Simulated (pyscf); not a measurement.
## Four-centre exchange: H₃Si–SiH(SiH₃)–SiH₃ (SMILES [SiH3][SiH]([SiH3])[SiH3]) + HCl (SMILES Cl) → H₃Si–SiH(SiH₃)–SiH₂–Cl (SMILES [SiH3][SiH]([SiH3])[SiH2]Cl) + H₂ (SMILES [H][H])

Gas phase, singlet surface, charge 0. Bonds broken: Si2–H6, Cl15–H16. Bonds formed: Si2–Cl15, H6–H16. PySCF, gas phase, ωB97X-D3(BJ)/def2-SVP geometries.

Transition state (Å):

```xyz
16

Si     0.0619    -0.4474     0.3059
Si     0.4672     1.5822     1.3288
Si    -2.2214    -0.8138     0.6413
Si     0.5648    -0.0892    -1.9458
H      0.9066    -1.4986     0.9597
H     -0.9238     2.2934     2.1548
H      0.9208     1.4845     2.7587
H      1.2205     2.7110     0.7407
H     -2.9676    -0.6770    -0.6362
H     -2.4199    -2.1977     1.1726
H     -2.7461     0.1381     1.6639
H      1.3377     1.1750    -2.0992
H      1.4207    -1.2176    -2.4288
H     -0.6823    -0.0560    -2.7535
Cl    -1.3543     2.1388    -0.5195
H     -1.2144     2.3327     1.3563
```

One imaginary mode, 612i cm⁻¹; descent along it reached the two sides named.

```tsv
bond	change	reactant side (Å)	saddle	product side
Si2–H6	breaks	1.498	1.767	3.8
Cl15–H16	breaks	1.286	1.891	2.9
Si2–Cl15	forms	4.0	2.7	2.086
H6–H16	forms	2.103	0.851	0.761
```

Electronic energies relative to the separated reactants (eV):

```tsv
level	barrier	reaction energy	reverse barrier
ωB97X-D3(BJ)/def2-TZVP	1.27	-0.85	2.12
PBE/def2-TZVP	1.24	-0.68	1.92
r²SCAN/def2-TZVP	1.26	-0.77	2.03
B3LYP-D3(BJ)/def2-TZVP	1.29	-0.77	2.07
PBE0-D3(BJ)/def2-TZVP	1.22	-0.74	1.97
M06-2X/def2-TZVP	1.27	-0.86	2.12
ωB97M-D3(BJ)/def2-TZVP	1.33	-0.74	2.07
HF/def2-TZVP	2.20	-0.56	2.77
```

With ωB97M-D3(BJ)/def2-TZVP energies and thermal terms (ideal gas, 1 atm, RRHO with modes under 100 cm⁻¹ raised to 100, one conformer, R ln 2 for chiral ones without a mode under 150 cm⁻¹), in eV:

```csv
T (K),ΔH‡,ΔG‡,ΔH,ΔG
298,1.36,1.87,-0.78,-0.69
600,1.35,2.39,-0.75,-0.61
900,1.36,2.91,-0.73,-0.54
1200,1.37,3.42,-0.72,-0.48
```

At the saddle there is also a short H–Si contact that neither side keeps. This is the saddle that the search found; another between the same sides may lie lower.
